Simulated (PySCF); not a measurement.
BF2OH, optimised at PBE0/def2-TZVP:

```xyz
5

O      0.1260     0.2198    -1.4965
B      0.3020    -0.1969    -0.2294
F     -0.3107    -1.2865     0.1855
F      1.0777     0.4541     0.6290
H      0.6116     1.0209    -1.7066
```

Computed with PySCF (xtb for GFN2) and rigid-rotor harmonic-oscillator thermochemistry at 1 bar. 6-31G* has spherical d functions here. All species are closed-shell singlets. B3LYP is the form with VWN-RPA correlation. BF2OH: computed as isolated molecules; such fragments, hydroxides, amides, oligomers or adducts are transient or little studied in the gas.

Question: List the harmonic frequencies (cm⁻¹, unscaled) at this level and at the other levels, each on its own geometry.

Answer: 
- PBE0/def2-TZVP: 443, 478, 541, 687, 893, 1005, 1450, 1509, 3902
- B3LYP/6-31G*: 442, 479, 547, 684, 885, 1026, 1465, 1515, 3796
- GFN2-xTB: 390, 418, 527, 583, 856, 903, 1297, 1431, 3624
- HF/6-31G*: 472, 510, 566, 744, 936, 1096, 1549, 1599, 4119
- PBE/def2-SVP: 433, 469, 525, 661, 862, 975, 1423, 1483, 3762
